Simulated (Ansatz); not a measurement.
# HNS: the cost of one run

The runs use Ansatz 0.2.0, Gaussian basis; def2-QZVPP, core rule «outside noble gas», up to 6 orbitals frozen.

To be run: UHF; ROHF; CCSD(T) on UHF.

2 further runs of the same task are left out: 2 set aside as unsound or not needed.

## Step 1: The geometry

The geometry is a PBE0/def2-TZVP stationary point (not a proven minimum) of the parent state, kept for this charge and spin.

3 atoms, charge 1, spin multiplicity 2.

Atoms are counted from 1 here; the program's logs count them from 0.

Bond lengths: N1–S2 1.625 Å, S2–H3 1.355 Å. Angles: N1–S2–H3 98.1°.

## Step 2: UHF

Input file in.yaml:

```yaml
crystal:
  periodic: [false, false, false]
  atoms:
    - {symbol: N, position_ang: [0.000000, 0.057746, 1.144666]}
    - {symbol: S, position_ang: [0.000000, -0.064782, -0.475896]}
    - {symbol: H, position_ang: [0.000000, 1.258410, -0.767310]}
basis:
  gaussian: {orbitals: "def2-QZVPP.json"}
total_charge: 1
magnetization: {spin_polarized: true, initial_magnetization: 1}
hamiltonian: {xc: hf}
output: {orbitals: {seedname: orbitals}}
```

Command:

```sh
$ ansatz run in.yaml --threads 1 --pin off --events-out ev --progress --plain --max-ram 2393MiB
```

What time and memory should one allow on 1 thread of Arm Neoverse N1, shared host?

About 17 s, with a peak of 0.28 GiB.
